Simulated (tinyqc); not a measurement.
RKS/BP86 in the sto-3g basis, for H2F+, spin multiplicity 1, step by step (part 2 of 2). Computed by tinyqc, a small Python program that keeps every step (integrals from PySCF). Command: `OMP_NUM_THREADS=1 python tinyqc.py 30003 30004 out.jsonl` (the two numbers bound the seeds that draw the settings). One thread of a shared host (Intel(R) Xeon(R) Processor @ 2.60GHz), about 0.8 s of CPU time with the checks.

Geometry (angstrom):
```
atom         x          y         z
F     0.000000   0.000000  0.000000
H     0.000000   0.791000  0.653000
H     0.000000  -0.791000  0.653000
```

## Iteration 9 (converged): orbitals

converged F (hartree), lower triangle:
```
             1F 1s      1F 2s     1F 2px     1F 2py     1F 2pz      2H 1s      3H 1s
1F 1s   -24.661432
1F 2s    -6.333165  -3.060439
1F 2px    0.000000   0.000000  -0.703078
1F 2py    0.000000   0.000000   0.000000  -0.804169
1F 2pz   -0.018580  -0.157145   0.000000   0.000000  -0.776017
2H 1s    -1.025552  -0.927646   0.000000  -0.345816  -0.329907  -0.804557
3H 1s    -1.025552  -0.927646   0.000000   0.345816  -0.329907  -0.353585  -0.804557
```

X, lower triangle:
```
            1F 1s      1F 2s    1F 2px     1F 2py     1F 2pz      2H 1s     3H 1s
1F 1s    1.023712
1F 2s   -0.136155   1.145390
1F 2px   0.000000   0.000000  1.000000
1F 2py   0.000000   0.000000  0.000000   1.059611
1F 2pz  -0.006458   0.062698  0.000000   0.000000   1.031903
2H 1s    0.017395  -0.206594  0.000000  -0.160141  -0.105529   1.120749
3H 1s    0.017395  -0.206594  0.000000   0.160141  -0.105529  -0.091515  1.120749
```

Diagonalise F' = X^T F X, C = X C', fill 5 alpha and 5 beta electrons from the bottom; D = 2 C_occ C_occ^T. Each column has its largest component positive (the first on a tie).

F' = X^T F X (hartree), lower triangle:
```
            1          2          3          4          5          6          7
1  -24.200971
2   -3.270855  -1.841330
3    0.000000   0.000000  -0.703078
4    0.000000   0.000000   0.000000  -0.691309
5   -0.030106  -0.063889   0.000000   0.000000  -0.714677
6   -0.133665  -0.306939   0.000000  -0.237940  -0.175915  -0.509699
7   -0.133665  -0.306939   0.000000   0.237940  -0.175915  -0.074250  -0.509699
```

orbital energies (hartree): MO1 -24.672262, MO2 -1.569356, MO3 -0.923375, MO4 -0.795325, MO5 -0.703078, MO6 -0.303985, MO7 -0.203383

coefficients C:
```
              MO1        MO2        MO3        MO4       MO5        MO6        MO7
1F 1s    0.994189  -0.246066   0.000000   0.093847  0.000000   0.096971   0.000000
1F 2s    0.024971   0.922309   0.000000  -0.445877  0.000000  -0.608001   0.000000
1F 2px   0.000000   0.000000   0.000000   0.000000  1.000000   0.000000   0.000000
1F 2py   0.000000   0.000000   0.743711   0.000000  0.000000   0.000000  -0.788010
1F 2pz   0.002752   0.181681   0.000000   0.818875  0.000000  -0.622494   0.000000
2H 1s   -0.004774   0.094306   0.354827   0.243384  0.000000   0.718073   0.796576
3H 1s   -0.004774   0.094306  -0.354827   0.243384  0.000000   0.718073  -0.796576
```

D after iteration 9, lower triangle:
```
            1F 1s      1F 2s    1F 2px     1F 2py    1F 2pz      2H 1s     3H 1s
1F 1s    2.115535
1F 2s   -0.487935   2.100169
1F 2px   0.000000   0.000000  2.000000
1F 2py   0.000000   0.000000  0.000000   1.106212
1F 2pz   0.069760  -0.394967  0.000000   0.000000  1.407142
2H 1s   -0.010222  -0.043319  0.000000   0.527778  0.432843   0.388109
3H 1s   -0.010222  -0.043319  0.000000  -0.527778  0.432843  -0.115500  0.388109
```

## Convergence

Stop when the energy changes by less than 1e-08 hartree and every element of the error matrix X^T (F D S - S D F) X is below 3e-05.

Course of the cycle:
```
iteration   E (hartree)     change  largest element of the error matrix
1          -95.16243973          -                             1.08e+00
2          -99.04521150  -3.88e+00                             4.01e-01
3          -98.89416799   1.51e-01                             5.69e-01
4          -98.99682590  -1.03e-01                             4.26e-01
5          -99.29010534  -2.93e-01                             7.81e-03
6          -99.29017294  -6.76e-05                             1.60e-03
7          -99.29017556  -2.61e-06                             1.23e-04
8          -99.29017558  -1.89e-08                             4.56e-06
9          -99.29017558  -2.72e-11                             1.51e-07
```

PySCF RKS in the same basis, fine grid = -99.23033808 hartree

Converged in 9 iterations. The coarse grid moves the energy by -5.98e-02 hartree.

## Populations, bond orders and dipole

overlap S, lower triangle:
```
           1F 1s     1F 2s    1F 2px     1F 2py    1F 2pz     2H 1s     3H 1s
1F 1s   1.000000
1F 2s   0.237990  1.000000
1F 2px  0.000000  0.000000  1.000000
1F 2py  0.000000  0.000000  0.000000   1.000000
1F 2pz  0.000000  0.000000  0.000000   0.000000  1.000000
2H 1s   0.038146  0.379331  0.000000   0.239219  0.197484  1.000000
3H 1s   0.038146  0.379331  0.000000  -0.239219  0.197484  0.228031  1.000000
```

Mulliken: Z minus the diagonal of D S on the atom; Loewdin: the same with S^(1/2) D S^(1/2); Mayer order: 2 sum_s sum (D(s) S)_ij (D(s) S)_ji over the two atoms.

Charges (e):
```
atom  Mulliken   Loewdin
1F    0.113366  0.244302
2H    0.443317  0.377849
3H    0.443317  0.377849
```

Mayer bond orders:
```
pair     order
2-1   0.796314
3-1   0.796314
3-2   0.007157
```

dipole moment about the origin, x y z (debye): 0.000000  0.000000  3.140313
